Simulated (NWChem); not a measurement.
A series in which one site is exchanged, each optimised at PBE0/def2-SVP with NWChem, gas phase unless a solvent is named. For some, no frequency run checked for a minimum. def2 effective core potentials on Zr, Te; no spin-orbit coupling.

A: F[Si](F)(F)F (SiF$_{4}$; site = Si)
B: [Zr]([F])([F])([F])[F] (ZrF4; site = Zr)
C: F[Te](F)(F)F (TeF4; site = Te)
D: FS(F)(F)F (SF4; site = S)

Values for A:

| Property | Value |
|---|---|
| orbital gap (eV), PBE0/def2-SVP | 12.98 |
| vertical ionisation energy, ΔSCF, PBE0/def2-SVP (eV) | 15.32 |
| static polarisability, PBE0/def2-SVPD (bohr³) | 22.9 |
| lowest singlet excitation, PBE0/def2-SVPD, TDA (eV) | 10.82 |

How do these values change for the other members?


```tsv
change from A	B	C	D
orbital gap (eV), PBE0/def2-SVP	-2.16	-4.98	-5.24
vertical ionisation energy, ΔSCF, PBE0/def2-SVP (eV)	-0.84	-2.39	-2.67
static polarisability, PBE0/def2-SVPD (bohr³)	+11.9	+16.9	+5.9
lowest singlet excitation, PBE0/def2-SVPD, TDA (eV)	-1.85	-4.25	-4.19
```
